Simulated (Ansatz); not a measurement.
Input for Ansatz (development build ahead of 0.2.0):

```yaml
crystal:
  periodic: [false, false, false]
  atoms:
    - { symbol: H, position_ang: [0.04673, -0.00653, -0.81164] }
    - { symbol: F, position_ang: [0.00243, 0.00606, 0.04245] }
basis:
  gaussian: { orbitals: def2-TZVP }
hamiltonian:
  xc: hf
output:
  forces: true
```

The input is written out in the form of the current development build from the run's settings.

Results

```yaml
Converged: yes
Total_energy: -100.06080 hartree
Spin_squared_of_the_determinant: 0.000
Stability_test: minimum among restricted orbitals
```

Forces (eV/Å):
| atom | Fx | Fy | Fz |
| --- | --- | --- | --- |
| H1 | 0.191 | -0.054 | -3.691 |
| F2 | -0.191 | 0.054 | 3.691 |
